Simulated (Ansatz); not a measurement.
Process, species as SMILES: [C](=C)F → C=[C-]F (an electron is taken up)
B3LYP-D3(BJ)/def2-TZVP geometries, fixed; electronic energies without zero-point terms; positive where energy is released.
Largest species:
```xyz
5

C     -0.0030     0.4279    -0.0061
C      1.2000    -0.0902     0.0004
F     -1.1765    -0.1568     0.0031
H      1.3403    -1.1676     0.0158
H      2.0667     0.5527    -0.0094
```
Charge 0, spin multiplicity 2.

Effect of a fitting basis named in the input at HF/cc-pVTZ with Ansatz (a first-principles code), against the last row, where the adiabatic electron affinity is -0.18 eV (the electron is unbound at this level). An unrestricted Hartree-Fock determinant is markedly spin-contaminated. Open shells are unrestricted. The default fits or decomposes integrals by the program's own choice; accuracy: high also tightens integrals, grids and stops.

```csv
setting,largest shift of a total energy (mEh),shift of the adiabatic electron affinity (eV)
fitting: def2-SV(P)-JKFIT,0.079,-0.001
fitting: def2-universal-JKFIT,0.079,-0.001
fitting: cc-pVTZ-JKFIT,0.077,0.000
fitting: cc-pVQZ-JKFIT,0.013,0.000
fitting: cc-pV5Z-JKFIT,0.002,0.000
accuracy: high,-0.007,0.000
accuracy: medium (default),0.000,0.000
```

Within 0.002 eV in the adiabatic electron affinity: fitting: def2-SV(P)-JKFIT; fitting: def2-universal-JKFIT; fitting: cc-pVTZ-JKFIT; fitting: cc-pVQZ-JKFIT; fitting: cc-pV5Z-JKFIT; accuracy: high. The largest shift is 0.079 mEh in a total energy and 0.001 eV in the difference.
